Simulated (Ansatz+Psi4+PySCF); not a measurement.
# doublet C₂H₄(+): levels of theory in one basis

```xyz
6

C    -0.3756    0.2555    0.4777
C     0.9756    0.3445    0.1224
H    -1.1619    0.5742   -0.1987
H    -0.6837   -0.1354    1.4418
H     1.5606    1.2330    0.3361
H     1.4849   -0.4718   -0.3792
```

Basis set: cc-pVTZ (spherical functions). Frozen core: 2 orbitals. Correlation on ROHF uses semicanonical orbitals with singles. Charge 1, multiplicity 2.

Computed with Ansatz (development build ahead of 0.2.0); each method stands on the lowest determinant of its kind that the runs found.

| method | E − E(ROHF) (eV) | <S²> of the determinant |
| --- | --- | --- |
| ROHF | 0.00 | 0.75 |
| UHF | -0.13 | 0.76 |
| ROHF-MP2 | -7.47 | – |
| UHF-MP2 | -7.46 | 0.76 |
| ROHF-CCSD | -8.36 | – |
| UHF-CCSD | -8.36 | 0.76 |

Problem. What does ROHF-CCSD(T) give on the same scale?

Solution. -8.63 eV.

Caution for ROHF-MP2, UHF-MP2: MP2 on this radical cation hangs on the determinant chosen.
